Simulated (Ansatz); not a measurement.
An input meant for H2S3⁻ (charge -1, doublet).

```yaml
crystal:
  periodic: [false, false, false]
  atoms:
    - {symbol: S, position_ang: [1.174174, 0.325527, 2.927330]}
    - {symbol: S, position_ang: [0.346530, 1.850986, -0.550114]}
    - {symbol: S, position_ang: [-1.282345, -0.902973, -2.756157]}
    - {symbol: H, position_ang: [3.459996, -0.658179, 2.374490]}
    - {symbol: H, position_ang: [-3.698355, -0.615360, -1.995568]}
basis:
  gaussian: {orbitals: 6-31G}
total_charge: -1
magnetization: {spin_polarized: true, initial_magnetization: 1}
hamiltonian: {xc: {name: wB97}}
scf: {omitted_lower_state_checks: [starts]}
output: {forces: true}
```

```sh
$ ansatz run in.yaml --threads 4 --pin off --events-out ev --progress --plain --max-ram 3916MiB
```

Shortened log:

```
Functional definition: wB97
  name "wB97"
  cite "Chai & Head-Gordon, J. Chem. Phys. 128, 084106 (2008) doi:10.1063/1.2834918"
  cite "Becke, J. Chem. Phys. 107, 8554 (1997) doi:10.1063/1.475007"
  parameter omega = 0.4/bohr
  parameter cx1 = 1.13116
  parameter cx2 = -2.74915
  parameter cx3 = 12.0900
  parameter cx4 = -5.71642
  parameter css1 = -2.55352
  parameter css2 = 11.8926
  parameter css3 = -26.9452
  parameter css4 = 17.0927
  parameter cos1 = 3.99051
  parameter cos2 = -17.0066
  parameter cos3 = 1.07292
  parameter cos4 = 8.88211
  # The coefficients of nought are those of the uniform gas.
  exchange = spin_sum(e_x_unif_sr(omega)*poly(b97_u_x, 1, cx1, cx2, cx3, cx4)) + exact_x_lr(omega)
  correlation = spin_sum(e_c_pw_same_spin*poly(b97_u_same, 1, css1, css2, css3, css4))
      + integral(e_c_pw_opposite_spin*poly(b97_u_opposite, 1, cos1, cos2, cos3, cos4))
these checks for a lower state are left out or cut short: starts
486 factors; integrals over basis functions are off by at most 1.9e-4 eV
243 factors; integrals over basis functions are off by at most 2.2e-5 eV
mean field evaluation 1: about -32521.7978 eV, gradient 8.8e0 eV
mean field evaluation 2: about -32521.4829 eV, gradient 1.4e1 eV
mean field evaluation 4: about -32523.2765 eV, gradient 1.9e0 eV
mean field evaluation 8: about -32523.0993 eV, gradient 5.8e-1 eV
mean field evaluation 16: about -32526.5037 eV, gradient 5.5e-2 eV
mean field evaluation 32: about -32526.5924 eV, gradient 3.9e-6 eV
mean field -32526.59236684 eV, -1195.3302221651 hartree, gradient 1.1e-7 eV, S^2 3.378350; 0 other end points of the search recorded, 0 dependent functions left out
the calculation of the forces begins
reference -32526.59236049 eV, -1195.3302219320 hartree; 26, 25 occupied and 17, 18 virtual orbitals, 486 factors
Total energy: -32526.59236049 eV, -1195.3302219320 hartree
Atom 0 at     1.174174     0.325527     2.927330 Å, force     0.556076    -0.104709    -0.528008 eV/Å
Atom 1 at     0.346530     1.850986    -0.550114 Å, force    -0.090196    -0.481743     0.143095 eV/Å
Atom 2 at    -1.282345    -0.902973    -2.756157 Å, force    -0.503891     0.383232     0.445572 eV/Å
Atom 3 at     3.459996    -0.658179     2.374490 Å, force    -0.648688     0.280281     0.149896 eV/Å
Atom 4 at    -3.698355    -0.615360    -1.995568 Å, force     0.686698    -0.077062    -0.210554 eV/Å
Dipole moment:    -0.132863    -0.709635     0.210912 e Å
Checks for a lower state left out: starts
```

In this input the coordinates are in bohr but typed as ångström. The run converged. The result belongs to that input, not to the species as meant.

The highest occupied level of an anion often lies above zero with these methods, and sets without diffuse functions describe the outer electron poorly. The charge -1 doublet is spin-contaminated (final ⟨S²⟩ up to 3.38, 0.75 for a pure state).
